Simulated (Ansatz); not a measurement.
**Relaxing ScOs3**

Theory: Ansatz, DFT PBE, scalar-relativistic, plane waves, PAW. Cutoff 420 eV, Γ-centred k mesh, Gaussian smearing, no spin polarisation in the final step.

The start puts ScOs3 on the TiAl3 (D0_22) structure type (I4/mmm, No. 139), with Sc in place of Ti, Os in place of Al, at a guessed volume.

```xyz
4
Lattice="-1.8813 1.8813 4.2025 1.8813 -1.8813 4.2025 1.8813 1.8813 -4.2025" Properties=species:S:1:pos:R:3 pbc="T T T"
Sc    0.0000    0.0000    0.0000
Os    0.0000    0.0000    4.2025
Os    1.8813    0.0000    2.1012
Os    0.0000    1.8813    2.1012
```

Cell and atoms relax at zero pressure; the relaxation can't lower the symmetry of the start. After a coarse first stage the cell is made exact in the group found at 0.06 Å.

Energies over the elements count from the elements' standard structures at the same level, with no empirical corrections.

Problem. Describe the relaxed structure.

Solution. It keeps I4/mmm (No. 139). The result has the TiAl3 (D0_22) structure. Conventional cell: a = 3.922 Å, c = 8.018 Å. Around Sc lie 12 Os at 2.77–2.80 Å; around Os on Wyckoff site b (1 atom of the primitive cell) lie 4 Sc at 2.77 Å and 8 Os at 2.80 Å; around Os on Wyckoff site d (2 atoms of the primitive cell) lie 8 Os at 2.77–2.80 Å and 4 Sc at 2.80 Å.

```cif
data_structure
_symmetry_space_group_name_H-M 'I4/mmm'
_symmetry_Int_Tables_number 139
_cell_length_a 3.9217
_cell_length_b 3.9217
_cell_length_c 8.0183
_cell_angle_alpha 90.000
_cell_angle_beta 90.000
_cell_angle_gamma 90.000
_cell_volume 123.32
loop_
_atom_site_label
_atom_site_type_symbol
_atom_site_symmetry_multiplicity
_atom_site_Wyckoff_symbol
_atom_site_fract_x
_atom_site_fract_y
_atom_site_fract_z
_atom_site_occupancy
Sc1 Sc 2 a 0.00000 0.00000 0.00000 1
Os1 Os 2 b 0.50000 0.50000 0.00000 1
Os2 Os 4 d 0.50000 0.00000 0.25000 1
```

Problem. What are its volume, energy, density and gap?

Solution. The volume per atom is 15.42 Å³, the density is 16.58 g/cm³ and the energy over the elements is 0.12 eV/atom. The gap on the 16×16×16 mesh is 0 eV (a metal).

The final run used a 16×16×16 mesh on its 4-atom cell and 0.10 eV smearing. For metals, differences of a few meV/atom aren't resolved. Spin–orbit coupling is left out. A structure relaxed within its symmetry needn't be a true minimum. The steps took about 100 core-seconds in all.

Cost: 3 runs of about 1.7 core-minutes in all, on Intel Xeon 6975P-C (Granite Rapids) (shared hosts).